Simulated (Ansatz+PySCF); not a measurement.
Two shapes of doublet C3H5.

Shape 1:

```xyz
8

H     0.0000   -1.2406   -1.2962
C     0.0000   -0.1582   -1.2275
C     0.0000    0.4791    0.0000
C     0.0000   -0.1582    1.2275
H     0.0000    0.4006    2.1546
H     0.0000    0.4006   -2.1546
H     0.0000    1.5173    0.0000
H     0.0000   -1.2406    1.2962
```

Shape 2:

```xyz
8

H     0.0000   -1.2444   -1.2962
C     0.0000   -0.1619   -1.2275
C     0.0000    0.4753    0.0000
C     0.0000   -0.1619    1.2275
H     0.0000    0.3968    2.1546
H     0.0000    0.3968   -2.1546
H     0.0000    1.5436    0.0000
H     0.0000   -1.2444    1.2962
```

Basis set: cc-pVTZ (spherical functions). Correlated methods keep 3 orbitals frozen. Correlation on ROHF uses semicanonical orbitals with singles. Charge 0, multiplicity 2.

Computed with Ansatz (development build ahead of 0.2.0); the reference of a correlated method needn't be the lowest determinant of its kind.

(1) Which shape is lower in energy, and by how much in each method?

Results:

(1)

| method | E(2) − E(1) (eV) |
| --- | --- |
| ROHF | -0.028 |
| UHF | -0.028 |
| ROHF-MP2 | -0.035 |
| UHF-MP2 | -0.034 |
| ROHF-CCSD(T) | -0.037 |

Shape 2 is lower. Caution for ROHF, ROHF-MP2, ROHF-CCSD(T): an unrestricted determinant lies well below; the determinant breaks the point group. Caution for UHF, UHF-MP2: the unrestricted determinant is spin contaminated. Caution for ROHF-MP2, UHF-MP2: forces differ strongly between restricted and unrestricted references. Caution for ROHF-CCSD(T): the determinant is a saddle point.
